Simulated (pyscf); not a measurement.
A first-order saddle from PySCF, ωB97X-D3(BJ)/def2-SVP:

```
O
C 1 1.4142
H 2 1.1019 1 109.77
H 2 1.1026 3 108.40 1 120.19
H 2 1.1038 3 108.55 4 117.97
H 1 1.1797 2 116.65 3 -160.17
O 6 1.3308 1 139.71 2 125.40
Ti 7 1.6974 6 76.31 1 1.37
O 8 1.6013 7 113.71 6 -122.50
```
Charge 0, spin multiplicity 1.

Surface: singlet, charge 0. Lowest wavenumbers (cm⁻¹): 1265i, 66, 92, 159, 219.

Q: What reaction is this the transition state of?

A: O=Ti=O + methanol (H₃C–OH) <-> H₃C–O–Ti(=O)–OH, an addition across a multiple bond or ene-type step read from left to right: H–O broken and O–Ti, H–O formed. At ωB97M-D3(BJ)/def2-TZVP it lies -25.6 kcal/mol from the left side and +52.1 kcal/mol from the right (each side as separated species at their lowest minima found). On the reactant side the descent ends in an adduct with a O–Ti contact, 37.0 kcal/mol under the separated species and 9.2 kcal/mol under the saddle at ωB97X-D3(BJ)/def2-TZVP. At ωB97M-D3(BJ) the saddle lies under the separated reactants, which points to a path from their complex (located at ωB97X-D3(BJ) alone). What is counted as formed (O–Ti) is already present as a longer contact in the reactant adduct; forming that adduct is a step of its own. At the saddle there is also a short H–Ti contact that neither side keeps. At ωB97X-D3(BJ)/def2-TZVP the barrier from the zero used here is -27.9 kcal/mol. One saddle was located; it need not be the lowest between these sides.
